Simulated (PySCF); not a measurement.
PF3: calculation against experiment

**What was measured.**

NIST CCCBDB Release 22 (SRD 101), experimental dipoles lists, for the gas: dipole moment (microwave Stark effect) 1.03 D.

How close the calculation comes is told at the end.

Compound: PF₃.
Atom-mapped SMILES: `[F:1][P:2]([F:3])[F:4]`

Cartesian coordinates in Å at the PBE0-D3(BJ)/def2-SVP level; atoms count from 1:
```xyz
4
PF3 angstrom
F     -0.8266   -1.0649   -0.3780
P      0.0177   -0.1071    0.5791
F      1.3789   -0.1382   -0.2532
F     -0.5321    1.2822    0.0171
```

The PySCF runs (gas phase, on this PBE0-D3(BJ)/def2-SVP geometry; no spin–orbit coupling):

```tsv
level	job	basis functions	wall time
PBE0-D3(BJ)/def2-SVP, grid level 1	geometry optimisation from a GFN2-xTB start shaken at random	60	2.6 s
PBE0/IGLO-III	shieldings, charges and field gradients	149	3.2 s
PBE0/aug-cc-pVDZ	shieldings, charges and field gradients	96	2.2 s
PBE0/cc-pVDZ	shieldings, charges and field gradients	60	1.2 s
PBE0/cc-pVTZ	shieldings, charges and field gradients	124	2.8 s
PBE0/pcSseg-0	shieldings, charges and field gradients	40	0.82 s
PBE0/pcSseg-3	shieldings, charges and field gradients	292	11 s
```

Hardware: one thread of an AMD EPYC 9B45, on a shared host.

## Comparison

**Dipole moment.** Measured: 1.03 D (NIST CCCBDB Release 22 (SRD 101), experimental dipoles).

```json
{"level": "PBE0-D3(BJ)/def2-SVP", "computed (D)": "1.30", "computed − measured (D)": "+0.27", "% (from the printed values)": "+26"}
{"level": "PBE0/IGLO-III", "computed (D)": "1.22", "computed − measured (D)": "+0.19", "% (from the printed values)": "+18"}
{"level": "PBE0/aug-cc-pVDZ", "computed (D)": "1.23", "computed − measured (D)": "+0.20", "% (from the printed values)": "+19"}
{"level": "PBE0/cc-pVDZ", "computed (D)": "1.29", "computed − measured (D)": "+0.26", "% (from the printed values)": "+25"}
{"level": "PBE0/cc-pVTZ", "computed (D)": "1.16", "computed − measured (D)": "+0.13", "% (from the printed values)": "+13"}
{"level": "PBE0/pcSseg-0", "computed (D)": "1.83", "computed − measured (D)": "+0.80", "% (from the printed values)": "+78"}
{"level": "PBE0/pcSseg-3", "computed (D)": "1.18", "computed − measured (D)": "+0.15", "% (from the printed values)": "+15"}
```

Closest is PBE0/cc-pVTZ (+0.13 D), furthest PBE0/pcSseg-0 (+0.80 D); one molecule doesn't rank methods. All 7 levels lie above the measurement. The computed dipoles belong to one fixed geometry; measured ones are averaged over vibrations unless marked μe. Magnitudes are compared, not signs.

The geometry is computed, not the measured one. Where a level misses, the cause wasn't examined.
